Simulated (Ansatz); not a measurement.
A search over several starts for the lowest SCF solution of the cluster Si2H⁺ at the given spin, in a small basis.

```yaml
crystal:
  periodic: [false, false, false]
  atoms:
    - {symbol: Si, position_ang: [0.234994, 0.008778, -0.112119]}
    - {symbol: Si, position_ang: [-1.814274, -0.064264, 0.866339]}
    - {symbol: H, position_ang: [1.579280, 0.055486, -0.754220]}
basis:
  gaussian: {orbitals: def2-SVP}
total_charge: 1
magnetization: {spin_polarized: true, initial_magnetization: 0}
hamiltonian: {xc: pbe0, dispersion: d4}
output: {orbitals: {seedname: orbitals}}
```

```sh
$ ansatz run in.yaml --threads 4 --pin off --events-out ev --progress --plain --max-ram 3916MiB
```

It prints (some lines left out):

```
Functional definition: PBE0
385 factors; integrals over basis functions are off by at most 1.3e-3 eV
mean field evaluation 1: about -15746.7721 eV, gradient 7.5e0 eV
mean field evaluation 2: about -15746.2711 eV, gradient 9.7e0 eV
mean field evaluation 4: about -15747.3212 eV, gradient 3.4e-1 eV
mean field evaluation 8: about -15747.3247 eV, gradient 1.0e-2 eV
mean field evaluation 16: about -15747.4411 eV, gradient 7.4e-1 eV
mean field evaluation 32: about -15747.2490 eV, gradient 7.4e-1 eV
mean field evaluation 64: about -15748.0168 eV, gradient 1.1e-4 eV
mean field -15748.01683780 eV, -578.7289443999 hartree, gradient 9.1e-6 eV, S^2 1.006364; 7 other end points of the search recorded, 0 dependent functions left out
reference -15748.01685735 eV, -578.7289451185 hartree; 14, 14 occupied and 27, 27 virtual orbitals, 385 factors
Total energy: -15748.06264712 eV, -578.7306278616 hartree
```

Run time 2.9 s (4 threads of Arm Neoverse V1 on a shared host).

Other converged states that the search met: 0.69 eV higher (⟨S²⟩ = 0.00).

The unrestricted singlet has broken spin symmetry (⟨S²⟩ up to 1.01). At PBE0-D4/def2-TZVP a triplet of charge 1 lies 0.23 eV below the unrestricted singlet, which stands at the restricted singlet's geometry. The structure comes from a short search, and lower isomers may exist.
